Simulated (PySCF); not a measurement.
Screening by computed properties: pick the candidate that meets the target.

All species are isolated and taken at one optimised geometry, non-relativistic unless stated. Electronic properties by PySCF.

Dipoles, sizes and rotational constants follow the conformer. The torsions of the flexible species, by atom-mapped SMILES:
- `[F:1][CH2:2][Si:3]([SiH3:4])([SiH3:5])[CH2:6][CH2:7][SiH3:8]`: F1–C2–Si3–Si4 -67°, C2–Si3–C6–C7 176°, Si3–C6–C7–Si8 179°
- `[H]/[N:4]=[C:3](/[CH:2]=[CH2:1])[c:5]1[cH:6][cH:7][cH:8][cH:9][n:10]1`: C1–C2–C3–N4 0°, C2–C3–C5–C6 180°
- `[CH3:1][CH2:2][c:3]1[s:4][cH:5][cH:6][c:7]1[NH:8][CH3:9]`: C1–C2–C3–S4 -100°, C6–C7–N8–C9 -26°
- `[F:1][C:2]([F:3])([F:4])[C:5]([F:6])([F:7])[c:8]1[cH:9][cH:10][n:11][cH:12][cH:13]1`: F1–C2–C5–F6 178°, C2–C5–C8–C9 89°
- `[CH3:1][CH2:2][P+:3]1([CH3:4])[CH:5]=[CH:6][CH2:7][CH:8]=[CH:9]1`: C1–C2–P3–C4 -177°
- `[O:1]=[S:2](=[O:3])([c:4]1[n:5][cH:6][n:7][o:8]1)[C:9]([F:10])([F:11])[F:12]`: O1–S2–C4–N5 115°, O1–S2–C9–F10 66°

The conformers of `C=C[P@H+]1CC=C(CC)C1` aren't listed.

(1) Wanted: dipole moment above 3 D (PBE0/pcSseg-1) and smallest rotational constant above 0.75 GHz (GFN2-xTB), at GFN2-xTB geometries. Which candidate meets both?
A. `[SiH3][Si](CC[SiH3])(CF)[SiH3]`
B. `c1ccc(nc1)/C(=N\[H])C=C`
C. `c1ccnnc1`
D. `c1(CC)c(NC)ccs1`

(2) Wanted: HOMO–LUMO gap above 6 eV (PBE0/pcSseg-1) and HOMO energy below -10 eV (PBE0/pcSseg-1), at GFN2-xTB geometries. Which candidate meets both?
A. `C(=C)[P@H+]1CC=C(C1)CC`
B. `O=S(=O)(C1=NC=NO1)C(F)(F)F`
C. `CC[P+]1(C)C=CCC=C1`
D. `c1ccc(nc1)/C(=N\[H])C=C`
E. `FC(F)(F)C(F)(F)C1=CC=NC=C1`

Answers

(1) C. Computed values:
```
                       species  dipole moment  smallest rotational constant
[SiH3][Si](CC[SiH3])(CF)[SiH3]         1.71 D                     0.432 GHz
               c1(CC)c(NC)ccs1         1.89 D                     0.791 GHz
       c1ccc(nc1)/C(=N\[H])C=C         3.64 D                     0.712 GHz
                      c1ccnnc1         4.20 D                     3.111 GHz
```

(2) C. Computed values:
```csv
species,HOMO–LUMO gap,HOMO energy
c1ccc(nc1)/C(=N\[H])C=C,5.25 eV,-7.18 eV
C(=C)[P@H+]1CC=C(C1)CC,5.89 eV,-11.34 eV
FC(F)(F)C(F)(F)C1=CC=NC=C1,6.26 eV,-7.92 eV
CC[P+]1(C)C=CCC=C1,7.21 eV,-12.14 eV
O=S(=O)(C1=NC=NO1)C(F)(F)F,7.31 eV,-9.61 eV
```
